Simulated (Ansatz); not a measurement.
Relaxed structures of CH4BO, doublet (PBE0-D4/def2-TZVP; forces vanish, vibrations not checked; lower isomers may exist, and structures with a doubtful reference or unclear bonds are left out; Å). Program: Ansatz 0.2.0. Basis: def2-TZVPP. Cores are frozen in the correlated methods; orbitals are unrestricted.

(1) Rank them by CCSD(T) energy, lowest first, and give each one's height above the lowest. Links in brackets join atoms within 1.22 times the sum of their covalent radii (1.1 for two metals). (To be estimated.)
A.
a complex of CH₂BO ([CH2][B][O]) + H₂
```
7
angstrom
C -0.8729 -0.1251 -0.7967
B 0.4065 -0.5037 -0.1250
O 1.4415 -0.8059 0.4210
H -1.3503 -0.7735 -1.5208
H -1.3680 0.8139 -0.5815
H 0.4120 2.3666 1.7333
H 0.8825 1.7872 1.6974
```
B.
CH₄BO ([BH2][CH][OH])
```
7
angstrom
C 0.3234 0.2747 0.4801
B -0.7811 0.2249 -0.5356
O 1.2428 -0.6800 0.6259
H -0.8390 -0.7338 -1.2605
H -1.5753 1.1117 -0.6176
H 0.4995 1.0729 1.1970
H 1.0641 -1.3755 -0.0214
```
C.
CH₄BO ([CH2][BH][OH])
```
7
angstrom
C -0.7832 0.2291 -0.5344
B 0.3454 0.2828 0.5053
O 1.2689 -0.7086 0.6288
H -0.9180 -0.5954 -1.2331
H -1.5211 1.0187 -0.6351
H 0.4679 1.2040 1.2613
H 1.1401 -1.4307 0.0072
```

No T1 diagnostic of these runs exceeds 0.020. ⟨S²⟩ of the unrestricted Hartree–Fock references: 0.76 to 0.77 (a pure state has 0.75).

## Answers

(1) By the calculation: C (0.000 eV), A (0.668 eV), B (1.535 eV). Heights count from the lowest.

For scale, one of the runs: CCSD(T)/def2-TZVPP, 149 basis functions, launched by `ansatz run in.yaml --threads 2 --pin off --events-out ev --progress --plain --max-ram 4352MiB`. Time: 59 s of wall clock on 2 CPU threads of an Arm Neoverse V1; the host was shared. Peak host memory: 2.3 GiB.
